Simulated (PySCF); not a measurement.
CHN, SMILES [C-]#[NH+].

Geometry: B3LYP-D3(BJ)/def2-TZVPD.

Two levels are set side by side: PBE/def2-TZVPD (PySCF) and r2SCAN/def2-TZVPD (PySCF). Same geometry, gas phase. Differences are taken from unrounded values.

| quantity | PBE |
|---|---|
| orbital gap (eV) | 6.71 |
| highest occupied level (eV) | -7.57 |
| lowest empty level (eV) | -0.86 |
| dipole moment (D) | 3.12 |
| mean polarisability (bohr³) | 18.7 |

Task: These are the PBE values. What does r2SCAN give? (An estimate is asked for; the answer gives what the named calculation found.)

Result: 
```csv
quantity,r2SCAN,PBE minus r2SCAN
orbital gap (eV),7.47,-0.76
highest occupied level (eV),-7.98,0.41
lowest empty level (eV),-0.51,-0.35
dipole moment (D),3.14,-0.01
mean polarisability (bohr³),18.2,0.5
```

Rough cost on one machine, each run with all the roots and properties that it gave: r2SCAN against PBE about 4 times.
